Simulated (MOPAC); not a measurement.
MOPAC input (PM7):

```
PM7 FORCE THERMO(298,298) PRECISE LET CHARGE=-1 GEO-OK AUX(PRECISION=9) THREADS=1
C4H5

C     0.01708476 1   -0.11878199 1    0.26900267 1
C     0.16952873 1   -0.73616148 1   -0.91913211 1
C    -0.00861111 1    0.74305233 1   -0.98070638 1
C    -0.08022791 1   -0.02986520 1    1.60858708 1
H     0.30895247 1   -1.56250285 1   -1.49873353 1
H     0.82604890 1    1.38778629 1   -1.21341450 1
H    -0.93810614 1    1.17076323 1   -1.32657645 1
H    -0.01672157 1   -0.88121267 1    2.23954505 1
H    -0.22554903 1    0.88980510 1    2.11634109 1
```

From the last part of the output:

```
     H    9   0.003057   0.483524   4.453756

          HEAT OF FORMATION =      48.291773 KCALS/MOLE

          ZERO POINT ENERGY      42.942 KCAL/MOL

           NORMAL COORDINATE ANALYSIS (Total motion = 1 Angstrom)

   Root No.       1         2         3         4         5         6         7         8

                 1 A'      1 A"      2 A"      3 A"      2 A'      4 A"      5 A"      3 A'

                 356.2     426.2     473.7     648.8     784.2     856.6     947.9     984.3

           1   -0.0435   -0.0000    0.0000   -0.0000   -0.0204    0.0000   -0.0000   -0.0094
           2    0.0761   -0.0000    0.0000   -0.0000   -0.0824    0.0000   -0.0000   -0.0019
           3    0.0000    0.1240   -0.0373    0.0307   -0.0000   -0.0416    0.0446   -0.0000
           4   -0.0423    0.0000   -0.0000    0.0000   -0.0197   -0.0000    0.0000    0.0203
           5   -0.0200    0.0000   -0.0000    0.0000    0.0809   -0.0000    0.0000    0.0032
           6   -0.0000   -0.0079    0.0244   -0.0774    0.0000    0.0396   -0.0247   -0.0000
           7    0.0538    0.0000    0.0000   -0.0000    0.0963   -0.0000   -0.0000    0.0077
           8    0.0234    0.0000    0.0000    0.0000    0.0388   -0.0000   -0.0000   -0.0413
           9    0.0000   -0.0235   -0.0138    0.0020    0.0000    0.0076    0.0088    0.0000
          10    0.0118    0.0000   -0.0000    0.0000   -0.0613    0.0000    0.0000   -0.0409
          11   -0.0526    0.0000   -0.0000   -0.0000   -0.0557    0.0000    0.0000    0.0389
          12    0.0000   -0.0438    0.0140    0.0003   -0.0000   -0.0242   -0.0760    0.0000
          13   -0.0827    0.0000   -0.0000   -0.0000    0.0180    0.0000   -0.0000    0.1684
          14   -0.0975    0.0000   -0.0000   -0.0000    0.1350    0.0000   -0.0000    0.2890
          15   -0.0000   -0.1511    0.1072    0.5564    0.0000   -0.0126    0.0262    0.0000
          16    0.1115    0.1336   -0.0657    0.1174    0.1264    0.3052   -0.1099    0.0349
          17    0.0252    0.0736    0.0120   -0.0345    0.0350    0.0217    0.0396   -0.0388
          18   -0.0002   -0.0786   -0.0228    0.0280   -0.0017   -0.0132   -0.0225    0.0020
          19    0.1114   -0.1336    0.0657   -0.1174    0.1264   -0.3052    0.1099    0.0349
          20    0.0252   -0.0736   -0.0120    0.0345    0.0350   -0.0217   -0.0396   -0.0388
          21    0.0002   -0.0787   -0.0228    0.0280    0.0017   -0.0133   -0.0225   -0.0020
          22    0.1739    0.0000    0.0000    0.0000   -0.2041   -0.0000   -0.0000    0.1884
          23   -0.0815    0.0000    0.0000    0.0000   -0.0269   -0.0000   -0.0000   -0.0176
          24    0.0000   -0.2902   -0.2865   -0.0380   -0.0000    0.1251    0.2969    0.0000
          25   -0.0740   -0.0000   -0.0000    0.0000   -0.0061   -0.0000   -0.0000   -0.1619
          26   -0.1908   -0.0000   -0.0000    0.0000    0.0404   -0.0000   -0.0000   -0.1816
          27   -0.0000    0.0164    0.3757   -0.0441   -0.0000    0.1369    0.2848   -0.0000

   Root No.       9        10        11        12        13        14        15        16

                 6 A"      4 A'      5 A'      6 A'      7 A'      8 A'      9 A'     10 A'

                1024.1    1030.1    1116.9    1150.6    1309.0    1403.6    1443.5    2079.9

           1    0.0000   -0.0005   -0.0162   -0.0365   -0.0169   -0.0048    0.0024    0.2973
           2    0.0000    0.0198    0.0254    0.0778   -0.0289   -0.0028   -0.0182    0.0937
           3   -0.0311   -0.0000    0.0000   -0.0000   -0.0000   -0.0000    0.0000    0.0000
           4    0.0000   -0.0241    0.0497    0.0163   -0.0733    0.0102   -0.0588   -0.1426
           5   -0.0000   -0.0468    0.0818    0.0168    0.0389   -0.0070    0.0178    0.0274
           6   -0.0303   -0.0000    0.0000    0.0000   -0.0000    0.0000    0.0000   -0.0000
           7   -0.0000   -0.0400   -0.0566    0.0423    0.0179    0.0001    0.0071   -0.0045
           8   -0.0000    0.0176   -0.0794   -0.0673   -0.0374   -0.0315   -0.0428   -0.0646
           9    0.0831    0.0000   -0.0000    0.0000    0.0000    0.0000   -0.0000    0.0000
          10   -0.0000    0.0256   -0.0085    0.0061    0.0412   -0.0219    0.0790   -0.1292
          11    0.0000   -0.0213   -0.0060   -0.0399    0.0210   -0.0091    0.0373   -0.0535
          12    0.0142   -0.0000    0.0000   -0.0000    0.0000   -0.0000    0.0000   -0.0000
          13   -0.0000    0.1134   -0.0842    0.0722   -0.0671    0.0167   -0.0512   -0.1732
          14   -0.0000    0.2280   -0.1730    0.1272    0.0621   -0.0011    0.0460    0.0708
          15    0.0247    0.0000   -0.0000    0.0000   -0.0000   -0.0000    0.0000   -0.0000
          16   -0.0177    0.1759    0.2548   -0.1541    0.0033   -0.0031    0.0042   -0.0021
          17    0.3142    0.0082   -0.0490   -0.0450   -0.0819    0.2602    0.0873   -0.0316
          18   -0.1822   -0.0003   -0.0030    0.0022    0.0349   -0.1963   -0.0852   -0.0060
          19    0.0177    0.1759    0.2548   -0.1541    0.0032   -0.0031    0.0042   -0.0021
          20   -0.3142    0.0082   -0.0490   -0.0450   -0.0819    0.2602    0.0873   -0.0316
          21   -0.1822    0.0004    0.0031   -0.0022   -0.0349    0.1963    0.0852    0.0060
          22   -0.0000   -0.0966   -0.0435   -0.1748    0.2736    0.1259   -0.2151   -0.0260
          23    0.0000    0.0115    0.0021    0.0076   -0.0189   -0.0313    0.0781   -0.0282
          24   -0.0287   -0.0000   -0.0000   -0.0000    0.0000    0.0000   -0.0000   -0.0000
          25    0.0000    0.0971   -0.0057    0.0749    0.1579    0.0598   -0.0953   -0.0459
          26    0.0000    0.1093    0.0095    0.1043    0.1962    0.1137   -0.2286   -0.0155
          27   -0.0606    0.0000    0.0000    0.0000    0.0000    0.0000   -0.0000   -0.0000

   Root No.      17        18        19        20        21

                 7 A"     11 A'     12 A'     13 A'     14 A'

                2715.3    2771.5    2783.8    2830.4    2901.8

           1   -0.0000    0.0019    0.0005   -0.0065    0.0069
           2    0.0000   -0.0039   -0.0045   -0.0018    0.0036
           3   -0.0024    0.0000    0.0000    0.0000    0.0000
           4   -0.0000   -0.0003   -0.0032   -0.0017   -0.0618
           5   -0.0000    0.0002   -0.0032    0.0025    0.0296
           6   -0.0024   -0.0000   -0.0000    0.0000    0.0000
           7    0.0000    0.0002   -0.0006    0.0001   -0.0017
           8    0.0000    0.0020   -0.0337    0.0007   -0.0008
           9   -0.0559   -0.0000   -0.0000   -0.0000   -0.0000
          10   -0.0000    0.0224    0.0013   -0.0330    0.0044
          11    0.0000   -0.0505   -0.0020   -0.0145    0.0019
          12   -0.0001    0.0000    0.0000   -0.0000   -0.0000
          13   -0.0000   -0.0014    0.0300    0.0537    0.6716
          14   -0.0000    0.0003   -0.0121   -0.0278   -0.3462
          15   -0.0011   -0.0000   -0.0000    0.0000    0.0000
          16    0.0029   -0.0001    0.0023    0.0000    0.0011
          17    0.2960   -0.0136    0.2478   -0.0037   -0.0189
          18    0.3630   -0.0201    0.3616   -0.0046   -0.0221
          19   -0.0029   -0.0001    0.0023    0.0000    0.0011
          20   -0.2960   -0.0136    0.2478   -0.0038   -0.0189
          21    0.3629    0.0201   -0.3616    0.0046    0.0221
          22   -0.0000    0.0999    0.0067    0.0665   -0.0087
          23    0.0000    0.4341    0.0263    0.4340   -0.0515
          24   -0.0008    0.0000    0.0000    0.0000   -0.0000
          25   -0.0000   -0.3867   -0.0167    0.3693   -0.0429
          26    0.0000    0.2153    0.0082   -0.2428    0.0277
          27    0.0006   -0.0000    0.0000   -0.0000   -0.0000

           MASS-WEIGHTED COORDINATE ANALYSIS (NORMAL COORDINATES)

   Root No.       1         2         3         4         5         6         7         8

                 1 A'      1 A"      2 A"      3 A"      2 A'      4 A"      5 A"      3 A'

                 356.2     426.2     473.7     648.8     784.2     856.6     947.9     984.3

           1   -0.2678   -0.0000    0.0000   -0.0000   -0.1020    0.0000   -0.0000   -0.0616
           2    0.4683   -0.0000    0.0000   -0.0000   -0.4123    0.0000   -0.0000   -0.0122
           3    0.0000    0.6948   -0.2465    0.1620   -0.0000   -0.2769    0.2816   -0.0000
           4   -0.2603    0.0000   -0.0000    0.0000   -0.0985   -0.0000    0.0000    0.1333
           5   -0.1234    0.0000   -0.0000    0.0000    0.4049   -0.0000    0.0000    0.0208
           6   -0.0001   -0.0441    0.1614   -0.4090    0.0000    0.2633   -0.1559   -0.0000
           7    0.3311    0.0000    0.0000   -0.0000    0.4820   -0.0000   -0.0000    0.0505
           8    0.1440    0.0000    0.0000    0.0000    0.1944   -0.0000   -0.0000   -0.2705
           9    0.0000   -0.1315   -0.0911    0.0105    0.0000    0.0504    0.0556    0.0000
          10    0.0729    0.0000   -0.0000    0.0000   -0.3069    0.0000    0.0000   -0.2679
          11   -0.3239    0.0000   -0.0000   -0.0000   -0.2788    0.0000    0.0000    0.2551
          12    0.0000   -0.2455    0.0926    0.0013   -0.0000   -0.1613   -0.4797    0.0000
          13   -0.1474    0.0000   -0.0000   -0.0001    0.0261    0.0000   -0.0000    0.3198
          14   -0.1738    0.0000   -0.0000   -0.0000    0.1958    0.0000   -0.0000    0.5487
          15   -0.0000   -0.2452    0.2053    0.8513    0.0000   -0.0243    0.0480    0.0000
          16    0.1988    0.2168   -0.1257    0.1796    0.1833    0.5883   -0.2010    0.0663
          17    0.0449    0.1195    0.0229   -0.0529    0.0508    0.0418    0.0724   -0.0737
          18   -0.0003   -0.1276   -0.0437    0.0429   -0.0025   -0.0255   -0.0411    0.0038
          19    0.1988   -0.2168    0.1257   -0.1796    0.1833   -0.5883    0.2010    0.0663
          20    0.0449   -0.1195   -0.0229    0.0528    0.0508   -0.0418   -0.0724   -0.0737
          21    0.0004   -0.1276   -0.0436    0.0429    0.0025   -0.0256   -0.0411   -0.0038
          22    0.3102    0.0000    0.0000    0.0000   -0.2959   -0.0000   -0.0000    0.3577
          23   -0.1454    0.0000    0.0000    0.0000   -0.0391   -0.0000   -0.0000   -0.0334
          24    0.0000   -0.4709   -0.5484   -0.0581   -0.0000    0.2411    0.5430    0.0000
          25   -0.1319   -0.0000   -0.0001    0.0000   -0.0088   -0.0000   -0.0000   -0.3074
          26   -0.3402   -0.0000   -0.0000    0.0000    0.0586   -0.0000   -0.0000   -0.3447
          27   -0.0000    0.0266    0.7190   -0.0675   -0.0000    0.2639    0.5209   -0.0000

   Root No.       9        10        11        12        13        14        15        16

                 6 A"      4 A'      5 A'      6 A'      7 A'      8 A'      9 A'     10 A'
```

The dipole moment of an ion depends on the origin.
